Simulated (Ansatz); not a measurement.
# A barrier at the coupled-cluster level

Start structure (BNH5Cl, closed shell), relaxed at PBE0-D4/def2-TZVP:

| atom | x (Å) | y (Å) | z (Å) |
| --- | --- | --- | --- |
| B1 | -0.8664 | -0.6820 | 0.4188 |
| N2 | -0.4796 | 0.6132 | 0.0783 |
| H3 | -1.3696 | -1.3697 | -0.4185 |
| H4 | -0.6591 | -1.0696 | 1.5298 |
| H5 | 1.4869 | 0.1227 | -0.5578 |
| Cl6 | 2.7056 | 0.0823 | -0.9898 |
| H7 | -0.1236 | 1.2722 | 0.7522 |
| H8 | -0.6940 | 1.0311 | -0.8130 |

The step: BNH₄ ([BH2][NH2]) + HCl → BH₂Cl ([BH2][Cl]) + NH₃ (still joined by a long B–N bond); bonds formed: B1–Cl6, N2–H5; bonds broken: H5–Cl6; bonds weakened to dative contacts: B1–N2. Computed with Ansatz 0.2.0 (basis: def2-TZVPP and def2-QZVPP); correlated methods freeze the cores. Extrapolation: Hartree–Fock as exp(−7.88 √X), correlation as X^−2.97. Energies below are by CCSD(T) at an estimated basis limit (MP2 extrapolated from triple and quadruple zeta, plus CCSD(T) − MP2 in triple zeta).

(1) What are the electronic barrier and the energy of the step, from the start structure to the end structure? (Judge from chemistry; the value comes from the calculation.)

No T1 diagnostic of these runs exceeds 0.012.

Answers

(1) By the calculation: Barrier 17.51 kcal/mol; step energy -15.02 kcal/mol (downhill); reverse barrier, their difference, 32.52 kcal/mol. Barrier and step energy count from the start structure, the reverse barrier from the end structure.

The saddle point: One imaginary mode of 1022i cm⁻¹.
| pair | start (Å) | saddle (Å) | end (Å) |
| --- | --- | --- | --- |
| B1–Cl6 | 3.92 | 2.48 | 1.86 |
| N2–H5 | 2.12 | 1.35 | 1.02 |
| B1–N2 | 1.39 | 1.49 | 1.62 |
| H5–Cl6 | 1.29 | 1.51 | 2.86 |

Zero-point energy (harmonic, PBE0-D4): ZPE is 35.86 kcal/mol at the start and 35.13 kcal/mol at the saddle, so the barrier goes from 17.51 to 16.78 kcal/mol.

Hydrogen chloride, the by-product of chloride precursors, can attack films and sites by steps of this kind.

Labels in which every atom is bracketed show which atoms are joined, not bond orders.

For scale, one of the runs: CCSD(T)/def2-TZVPP, 174 basis functions, launched by `ansatz run in.yaml --threads 2 --pin off --events-out ev --progress --plain --max-ram 4352MiB`. Hardware: 2 CPU threads of an Intel Xeon 6975P-C, shared host. Wall time 11 s; peak host memory 1.7 GiB.
